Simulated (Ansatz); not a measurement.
System: CH2O2, charge 0, singlet. CH2O2 (SMILES O=CO).
B3LYP-D3(BJ)/def2-TZVP minimum from Ansatz (a program for electronic structure):
```
C
O 1 1.1967
O 1 1.3439 2 125.18
H 3 0.9719 1 107.71 2 0.00
H 1 1.0974 2 125.25 3 -180.00
```

Hartree-Fock and CCSD correlation energies in hartree (Ansatz). Radicals and triplets start from unrestricted determinants; spin-orbit coupling is neglected. Cores are frozen in correlated methods. No relativity.

```
basis    X       E(HF)  E(corr, CCSD)
-------  -  ----------  -------------
cc-pVTZ  3  -188.84121       -0.63441
cc-pVQZ  4  -188.85603       -0.67634
cc-pV5Z  5  -188.85970       withheld
```

Question: Fit E(corr) = E∞ + A/X³ to X = 3 and 4, predict X = 5, and compare with the run.

Answer: A = (-0.63441 - (-0.67634))/(1/27 - 1/64) = 1.9582; E∞ = -0.67634 - A/64 = -0.70694; at X = 5, E∞ + A/125 = -0.69127. The run gave -0.69105, 0.22 mEh above the prediction. The same form on X = 4 and 5 gives E∞ = -0.70648, 0.45 mEh above the first estimate.
